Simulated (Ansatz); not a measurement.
**SVWN5/STO-3G run of [SiPH4]− (SMILES [SiH2-]P)**

What is the vertical singlet–triplet gap of [SiPH4]− at SVWN5/STO-3G? 

Program for the calculation: Ansatz 0.2.0.

## 1. Starting point

[SiPH4]−: 6 atoms, total charge -1, spin state singlet. As SMILES, `[SiH2-]P`. Geometry: relaxed at GFN2-xTB. This is one conformer, not always the lowest.

Bond lengths: Si1–P2 2.225 Å, Si1–H3 1.503 Å, Si1–H4 1.503 Å, P2–H5 1.375 Å, P2–H6 1.375 Å. Angles: Si1–P2–H5 94.0°, Si1–P2–H6 94.1°, P2–Si1–H3 96.4°, P2–Si1–H4 96.5°, H5–P2–H6 91.3°, H3–Si1–H4 96.7°.

## 2. The energy at SVWN5/STO-3G

job.yaml

```yaml
crystal:
  periodic: [false, false, false]
  atoms:
    - {symbol: Si, position_ang: [0.357650, -1.019850, -0.132620]}
    - {symbol: P, position_ang: [-0.355230, 1.071380, 0.132600]}
    - {symbol: H, position_ang: [-0.387090, -1.600590, 1.036860]}
    - {symbol: H, position_ang: [-0.642080, -1.408110, -1.185860]}
    - {symbol: H, position_ang: [0.407400, 1.565440, -0.899820]}
    - {symbol: H, position_ang: [0.619350, 1.391730, 1.048840]}
basis:
  gaussian: {orbitals: STO-3G}
total_charge: -1
hamiltonian: {xc: {name: SVWN5}}
accuracy: high
```

Launch:

```bash
$ ansatz run job.yaml --threads 1 --pin off --max-ram 2610MiB --events-out events.jsonl --progress --plain --runs-dir runs
```

The log of the run:

```text
Warning: RAYON_NUM_THREADS=1 ignored (pool sized by the plan → 1); use --threads N
Functional definition: SVWN5
  name "SVWN5"
  exchange = slater_x
  correlation = vwn5_c
393 factors; integrals over basis functions are off by at most 2.7e-9 eV
mean field evaluation 1: about -16959.7802 eV, gradient 1.7e1 eV
mean field evaluation 2: about -16959.7667 eV, gradient 1.6e1 eV
mean field evaluation 4: about -16960.9921 eV, gradient 6.6e-1 eV
mean field evaluation 8: about -16960.9512 eV, gradient 9.9e-3 eV
mean field evaluation 16: about -16960.9512 eV, gradient 5.2e-8 eV
mean field -16960.95117845 eV, -623.3034592622 hartree, gradient 5.2e-8 eV, S^2 0.000000; 0 other end points of the search recorded, 0 dependent functions left out
reference -16960.95118028 eV, -623.3034593298 hartree; 17, 17 occupied and 5, 5 virtual orbitals, 393 factors
Total energy: -16960.95118028 eV, -623.3034593298 hartree
```

It took 0.58 s on 1 thread of AMD EPYC 9R14 (Zen 4), shared host; peak memory 0.12 GiB.

## 3. The triplet at the same level

input.yaml

```yaml
basis:
  gaussian: {orbitals: STO-3G}
crystal:
  periodic: [false, false, false]
  atoms:
    - symbol: Si
      position_ang: [0.357650, -1.019850, -0.132620]
    - symbol: P
      position_ang: [-0.355230, 1.071380, 0.132600]
    - symbol: H
      position_ang: [-0.387090, -1.600590, 1.036860]
    - symbol: H
      position_ang: [-0.642080, -1.408110, -1.185860]
    - symbol: H
      position_ang: [0.407400, 1.565440, -0.899820]
    - symbol: H
      position_ang: [0.619350, 1.391730, 1.048840]
total_charge: -1
magnetization: {spin_polarized: true, initial_magnetization: 2}
hamiltonian: {xc: {name: SVWN5}}
accuracy: high
```

Launch:

```bash
$ ansatz run input.yaml --threads 1 --pin off --max-ram 2610MiB --events-out events.jsonl --progress --plain --runs-dir runs
```

The log of the run:

```text
Warning: RAYON_NUM_THREADS=1 ignored (pool sized by the plan → 1); use --threads N
Functional definition: SVWN5
  name "SVWN5"
  exchange = slater_x
  correlation = vwn5_c
393 factors; integrals over basis functions are off by at most 2.7e-9 eV
mean field evaluation 1: about -16952.0558 eV, gradient 1.4e1 eV
mean field evaluation 2: about -16951.2863 eV, gradient 1.7e1 eV
mean field evaluation 4: about -16954.2761 eV, gradient 3.1e0 eV
mean field evaluation 8: about -16954.3813 eV, gradient 6.2e-2 eV
mean field evaluation 16: about -16954.3814 eV, gradient 3.3e-5 eV
mean field evaluation 32: about -16953.9109 eV, gradient 1.4e0 eV
mean field -16954.38139427 eV, -623.0620241471 hartree, gradient 2.3e-8 eV, S^2 2.001265; 3 other end points of the search recorded, 0 dependent functions left out
reference -16954.38139608 eV, -623.0620242135 hartree; 18, 16 occupied and 4, 6 virtual orbitals, 393 factors
Total energy: -16954.38139608 eV, -623.0620242135 hartree
```

Run time: 0.99 s. Hardware: 1 thread of AMD EPYC 9R14 (Zen 4), shared host; peak memory 0.14 GiB.

## 4. What came out

At SVWN5/STO-3G:

| quantity | value |
| --- | --- |
| singlet: total energy | -623.30346 Eh |
| triplet: total energy | -623.06202 Eh |
| triplet: ⟨S²⟩ | 2.001 |
| vertical energy of the triplet above the singlet | 6.570 eV |

**Reading.** At this shape the triplet lies 6.57 eV (152 kcal/mol) above the singlet. For an anion a state so high probably lies above electron detachment. In a minimal basis such a difference can be off by several eV, whatever the method.
